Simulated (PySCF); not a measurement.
**CH2FO2S− (SMILES O=S([O-])CF) at TDA-BP86/6-31G(d) (spherical functions, spin of roots singlet)**

Wanted: the excited states of CH2FO2S−. The job is set up through a Python script.

The calculation is run with PySCF 2.14.0.

5 further runs of the same task are left out: 5 set aside as unsound or not needed.

## Step 1: The system as given

CH2FO2S− has 7 atoms, charge -1, and is taken as a singlet. SMILES: `O=S([O-])CF`. The shape is that of a GFN2-xTB optimisation. This is one conformer, not always the lowest.

Bond lengths: O1–S2 1.489 Å, S2–O3 1.486 Å, S2–C4 1.976 Å, C4–F5 1.389 Å, C4–H6 1.091 Å, C4–H7 1.091 Å. Angles: O1–S2–O3 112.4°, O1–S2–C4 98.5°, O3–S2–C4 100.9°, S2–C4–F5 113.7°, S2–C4–H6 108.3°, S2–C4–H7 108.2°, F5–C4–H6 107.6°, F5–C4–H7 107.3°, H6–C4–H7 111.8°.

## Step 2: The excited states at TDA-BP86/6-31G(d) (spherical functions, spin of roots singlet)

run.py

```python
# O=S([O-])CF
from pyscf import gto, dft, tdscf

molecule = gto.M(
    atom=[
    ('O', (-1.520820, 1.023760, 0.825900)),
    ('S', (-0.035510, 0.924920, 0.839700)),
    ('O', (0.467350, 0.110560, 1.975800)),
    ('C', (0.185140, -0.346470, -0.656160)),
    ('F', (1.300650, -0.094110, -1.444480)),
    ('H', (0.295380, -1.349180, -0.240510)),
    ('H', (-0.692200, -0.269490, -1.300250)),
],
    basis='6-31g*',
    verbose=3,
    charge=-1,
    max_memory=1860,
)

calc0 = dft.RKS(molecule)
calc0.xc = 'bp86'
calc0.conv_tol = 1e-10
calc0.grids.level = 3
calc0.kernel()
if not calc0.converged:
    calc0 = calc0.newton().run(calc0.mo_coeff, calc0.mo_occ)

e_final = calc0.e_tot
print('Final energy', e_final)

td = tdscf.TDA(calc0)
td.nstates = 3
td.kernel()
td.analyze()
roots = td.e * 27.211386
osc = td.oscillator_strength()
print('state   eV      nm      f')
for i, (w, f) in enumerate(zip(roots, osc), 1):
    print('%3d %9.4f %8.1f %9.5f' % (i, w, 1239.842 / w, f))
```

Launch:

```bash
$ OMP_NUM_THREADS=1 python run.py
```

What values should one expect? Wanted: ground-state or mean-field energy; HOMO energy; LUMO energy; HOMO–LUMO gap; lowest singlet excitation energy.

Computed results:

Level: TDA-BP86/6-31G* (spherical functions, spin of roots singlet).

| quantity | value |
| --- | --- |
| ground-state or mean-field energy | -687.77606 Eh |
| HOMO energy (BP86 Kohn–Sham orbitals) | 1.37 eV |
| LUMO energy (BP86 Kohn–Sham orbitals) | 5.78 eV |
| HOMO–LUMO gap (to an unbound level, set by the basis) | 4.41 eV |
| lowest singlet excitation energy | 4.97 eV |

What this shows: The brightest of the 3 transitions from the ground state lies at 4.97 eV (250 nm, f = 0.048). For an anion, states without diffuse functions may be basis-held continuum. Mulliken charges of the mean-field density run from -0.65 on O1 to +0.61 on S2; they depend strongly on the basis. The HOMO lies at positive energy, 1.37 eV, as semi-local functionals often give for anions: the electron is unbound at this level or held by a compact basis; values depend on the basis.
